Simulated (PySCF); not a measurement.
Method: PBE-D3(BJ)/def2-TZVP // B3LYP-D3(BJ)/def2-TZVP run with PySCF 2.14.0. Gas-phase values, no solvent. Excitations are Tamm–Dancoff values on a coarser integration grid. The basis has no diffuse functions, so Rydberg states are missing or too high.

Reference species (SMILES): `CCC#N` (neutral, multiplicity 1).

| Quantity | Result |
|---|---|
| HOMO | -7.96 eV |
| S1 excitation (TDA) | 7.60 eV |
| HOMO–LUMO gap | 7.53 eV |

Changed species: `C(C)C#C` (X = ethynyl; the reference has X = cyano).

Problem. Give the shifts of the HOMO, S1 excitation (TDA) and HOMO–LUMO gap.

Solution. the HOMO rises by 1.52 eV, to -6.44 eV; the S1 excitation (TDA) decreases by 1.06 eV, to 6.54 eV; the HOMO–LUMO gap decreases by 1.04 eV, to 6.49 eV.
